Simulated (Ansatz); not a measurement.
Results of PBE-D3(BJ) in Ansatz (plane waves, PAW) for pyrite RuS2.

Numerical settings: plane-wave cutoff 500 eV, 6×6×6 k mesh, gaussian smearing 0.02 eV, no spin polarisation, scalar-relativistic PAW data made under PBE.

Computed at the level's own relaxed cell.

**Question.** Give the computed equilibrium volume per atom, lattice parameter a and band gap.

**Answer.** 
* **equilibrium volume per atom**: 14.61 Å³/atom
* **lattice parameter a**: 5.597 Å
* **band gap**: 0.58 eV (on the SCF k mesh)

Measured, for comparison: equilibrium volume per atom 14.71 Å³/atom, lattice constant a 5.61 Å (temperature not stated, no zero-point or thermal correction; as tabulated in Wikipedia's data pages). Computed (rounded) less measured: equilibrium volume per atom -0.7 %, lattice constant a -0.2 %. A static lattice is as a rule a little smaller and stiffer than an uncorrected measurement, which narrows the difference in the equilibrium volume per atom and would widen misses of the other sign.

Spin–orbit coupling is not included.

Static lattice: no zero-point or thermal effects.

Computing time: about 2.3 core-minutes (a rough figure).

Ansatz is an electronic-structure program.
